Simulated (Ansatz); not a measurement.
**C₂H₃N (singlet): the correlation ladder, STO-3G**

One table from this session's results is given with a row withheld; the runs are named, their logs left out.

Computed with Ansatz 0.2.0, Gaussian basis. Level: STO-3G, core rule «outside noble gas», up to 3 orbitals frozen.

To be run: UHF; CCSD(T) on RHF; CCSD(T) on UHF; BCCD(T) on RHF; CISD; CCSDT(Q) on RHF; CCSDT(Q) on UHF; CISDTQ; CCSDTQ on RHF; CCSDTQ on UHF; CASSCF and MRCISD+Q, 8 electrons in 8 orbitals; CASSCF and NEVPT2, 8 electrons in 8 orbitals; Full CI.

20 further runs of the same task are left out: 2 that didn't finish, 18 set aside as unsound or not needed.

### What is computed

The geometry is an MP2(full)/6-31G* stationary point (not a proven minimum).

6 atoms, charge 0, spin multiplicity 1.

Atoms are counted from 1 here; the program's logs count them from 0.

Bond lengths: C1–C2 1.461 Å, C1–H4 1.092 Å, C1–H5 1.092 Å, C1–H6 1.092 Å, C2–N3 1.178 Å. Angles: C2–C1–H4 110.1°, C2–C1–H5 110.1°, C2–C1–H6 110.1°, H4–C1–H5 108.8°, H4–C1–H6 108.8°, H5–C1–H6 108.8°, C1–C2–N3 180.0°.

Geometry (Å):

```xyz
6
charge 0, multiplicity 1
C     0.0000    0.0000   -1.3002
C     0.0000    0.0000    0.1606
N     0.0000    0.0000    1.3389
H     0.0000    1.0250   -1.6756
H     0.8877   -0.5125   -1.6756
H    -0.8877   -0.5125   -1.6756
```

The first run:

in.yaml reads:

```yaml
crystal:
  periodic: [false, false, false]
  atoms:
    - {symbol: C, position_ang: [0.000000, 0.000000, -1.300197]}
    - {symbol: C, position_ang: [0.000000, 0.000000, 0.160607]}
    - {symbol: N, position_ang: [0.000000, 0.000000, 1.338939]}
    - {symbol: H, position_ang: [0.000000, 1.024986, -1.675637]}
    - {symbol: H, position_ang: [0.887664, -0.512493, -1.675637]}
    - {symbol: H, position_ang: [-0.887664, -0.512493, -1.675637]}
basis:
  gaussian: {orbitals: STO-3G}
magnetization: {spin_polarized: true, initial_magnetization: 0}
hamiltonian: {xc: hf}
output: {orbitals: {seedname: orbitals}}
```

Run with:

```console
> ansatz run in.yaml --threads 1 --pin off --events-out ev --progress --plain --max-ram 2880MiB --backend cpu
```

Steps of the session up to this table: UHF; CCSD(T) on RHF; CCSD(T) on UHF; BCCD(T) on RHF; CISD; CCSDT(Q) on RHF; CCSDT(Q) on UHF; CISDTQ; CCSDTQ on RHF; CCSDTQ on UHF; CASSCF and MRCISD+Q, 8 electrons in 8 orbitals; CASSCF and NEVPT2, 8 electrons in 8 orbitals; Full CI.

One of the session's tables, all rows but one given; the rest of the session is left out.

```
           method  from FCI (kcal/mol)
              RHF                    ?
              UHF              +146.91
             RMP2               +16.51
             CISD               +16.27
            RCCSD                +2.85
         RCCSD(T)                +1.55
          BCCD(T)                +1.54
           RCCSDT                +1.40
           CISDTQ                +0.99
        RCCSDT(Q)                +0.08
          RCCSDTQ                +0.05
  CASSCF frontier               +50.66
  NEVPT2 frontier               +15.90
  MRCISD frontier                +1.99
MRCISD+Q frontier                -0.06
              FCI                    0
```

Q: Estimate the row for RHF from the others.

The run gave: from FCI (kcal/mol): +147.20. In the column «from FCI (kcal/mol)» it is the highest.

Caveats from the session: MRCISD+Q frontier falls below full CI: the +Q correction isn't variational, and the cores differ from full CI's.
